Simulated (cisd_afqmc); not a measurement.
Input (AFQMC/CISD/def2-SVP; cisd_afqmc is a phaseless AFQMC code with CISD trial states that reads the integrals written by Ansatz):

Ansatz 0.2 input:
```python
import cisd_afqmc

open("ham.yaml", "w").write("""\
crystal:
  periodic: [false, false, false]
  atoms:
    - {symbol: Be, position_ang: [-0.00000000, -0.00000000, -0.26948411]}
    - {symbol: H, position_ang: [0.00000000, 0.00000000, 1.07793645]}
basis:
  gaussian:
    orbitals: def2-SVP
magnetization: {spin_polarized: true, initial_magnetization: 1}
correlation: {method: ccsd, electrons: outside_noble_gas, hamiltonian_folder: ham}
""")
rep = cisd_afqmc.ansatz("ham.yaml")
e_ccsd = rep["correlation"]["coupled_cluster"]["energy"]["hartree"]
out = cisd_afqmc.run("ham", e_ccsd, trial="CISD", walkers=200, populations=8, threads=8, dt=0.005, steps=40, early=24, settle=10, least=32,
    cut=5e-5, rank_cut=2e-4, target=0.0004, seconds=1500, seed=1, memory=12960, gpu=False)
```

Output:

```
orbitals 13, occupied [2, 1], factors 47 of 179, rank of the doubles 18 of 34
E(HF) = -15.134257
E(CCSD) on the cut factors = -15.166823, shift to the whole factors -0.000004
Energy of the trial state on the determinant = -15.166698
  tau behind 7.2 of longer steps, mean of the populations' last blocks
   2.0  -15.16727
   4.0  -15.16711
   6.0  -15.16720
   8.0  -15.16722
blocks 440 (15 outliers left out), error by blocks joined: 1: 0.00001, 2: 0.00001, 4: 0.00001, 8: 0.00002, 16: 0.00002
E(AFQMC/CISD) = -15.16722 +/- 0.00002
```

The error still grows at the longest joins of blocks, or few joins were possible, so the printed bar may be too narrow.
